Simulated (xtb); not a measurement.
xtb input (GFN1-xTB):

```bash
xtb mol.xyz --gfn 1 --sp --chrg 0 --uhf 0
```
mol.xyz:
```
3

C     -0.00000000    -0.00000000    -0.73641303
N      0.00000000     0.00000000     0.42763309
H      0.00000000     0.00000000     1.42504654
```

End of the output:

```
         :::::::::::::::::::::::::::::::::::::::::::::::::::::
         ::                     SUMMARY                     ::
         :::::::::::::::::::::::::::::::::::::::::::::::::::::
         :: total energy              -5.748898511494 Eh    ::
         :: gradient norm              0.012232422222 Eh/a0 ::
         :: HOMO-LUMO gap              5.365355068363 eV    ::
         ::.................................................::
         :: SCC energy                -5.855487755325 Eh    ::
         :: -> electrostatic           0.007699021631 Eh    ::
         :: repulsion energy           0.106937392686 Eh    ::
         :: dispersion energy         -0.000348148856 Eh    ::
         :: halogen bond corr.         0.000000000000 Eh    ::
         :: add. restraining           0.000000000000 Eh    ::
         :: total charge              -0.000000000000 e     ::
         :::::::::::::::::::::::::::::::::::::::::::::::::::::

           -------------------------------------------------
          |                Property Printout                |
           -------------------------------------------------

    * Orbital Energies and Occupations

         #    Occupation            Energy/Eh            Energy/eV
      -------------------------------------------------------------
         1        2.0000           -0.7739075             -21.0591
         2        2.0000           -0.6161927             -16.7675
         3        2.0000           -0.4981456             -13.5552
         4        2.0000           -0.4981456             -13.5552
         5        2.0000           -0.4177068             -11.3664 (HOMO)
         6                         -0.2205337              -6.0010 (LUMO)
         7                         -0.2205337              -6.0010
         8                         -0.1187777              -3.2321
         9                          0.3351046               9.1187
        10                          1.0604689              28.8568
      -------------------------------------------------------------
                  HL-Gap            0.1971732 Eh            5.3654 eV
             Fermi-level           -0.3191202 Eh           -8.6837 eV

  Mulliken/CM5 charges         n(s)   n(p)   n(d)
     1C    -0.00274  0.10951   1.550  2.453  0.000
     2N    -0.24007 -0.54507   1.444  3.796  0.000
     3H     0.24282  0.43556   0.757  0.000  0.000

Wiberg/Mayer (AO) data.
largest (>0.10) Wiberg bond orders for each atom

 ---------------------------------------------------------------------------
     #   Z sym  total        # sym  WBO       # sym  WBO       # sym  WBO
 ---------------------------------------------------------------------------
     1   6 C    2.697 --     2 N    2.650
     2   7 N    3.549 --     1 C    2.650     3 H    0.898
     3   1 H    0.944 --     2 N    0.898
Note: The following floating-point exceptions are signalling: IEEE_DENORMAL
normal termination of xtb
 ---------------------------------------------------------------------------

Topologies differ in total number of bonds
Writing topology from bond orders to xtbtopo.mol

 dipole moment from electron density (au)
     X       Y       Z
  -0.0000   0.0000   1.2421  total (Debye):    3.157

           -------------------------------------------------
          | TOTAL ENERGY               -5.748898511494 Eh   |
          | GRADIENT NORM               0.012232422222 Eh/α |
          | HOMO-LUMO GAP               5.365355068363 eV   |
           -------------------------------------------------

------------------------------------------------------------------------
------------------------------------------------------------------------
 total:
 SCF:
```
